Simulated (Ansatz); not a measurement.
Relaxation of CH$_{3}$OS (6 atoms, charge -1, multiplicity 1), to a largest force component of 0.02 eV/Å in at most 50 steps.

All numbers below come from RKS r2SCAN/STO-3G (Ansatz).

```xyz
6
Properties=species:S:1:pos:R:3
O 0.651 0.090 -1.343
C 0.052 -0.490 -0.423
S -0.741 0.847 1.046
H 0.631 -1.082 0.324
H -0.932 -0.977 -0.619
H 0.340 1.611 1.015
```

Where does it end, and by what steps?

The run converged. Limits of this set-up: minimal basis, an anion without diffuse functions, the dipole of an ion depends on the origin. After 8 steps the energy has fallen by 0.221 eV; H6 moved furthest, 0.16 Å.

```csv
step,energy less start (eV),largest force component (eV/Å),accepted
0,0.0000,3.288,yes
1,-0.1049,1.396,yes
2,-0.2050,0.624,yes
3,-0.2169,0.158,yes
4,-0.2188,0.075,yes
5,-0.2192,0.089,yes
6,-0.2205,0.110,yes
7,-0.2213,0.030,yes
8,-0.2215,0.020,yes
```

```xyz
6
Properties=species:S:1:pos:R:3
O 0.646 0.066 -1.457
C 0.047 -0.453 -0.439
S -0.806 0.933 0.988
H 0.650 -1.054 0.335
H -0.924 -1.055 -0.581
H 0.387 1.562 1.155
```

The run took 15 s on 1 thread of Arm Neoverse V1, on a shared host, peak memory 0.12 GiB.
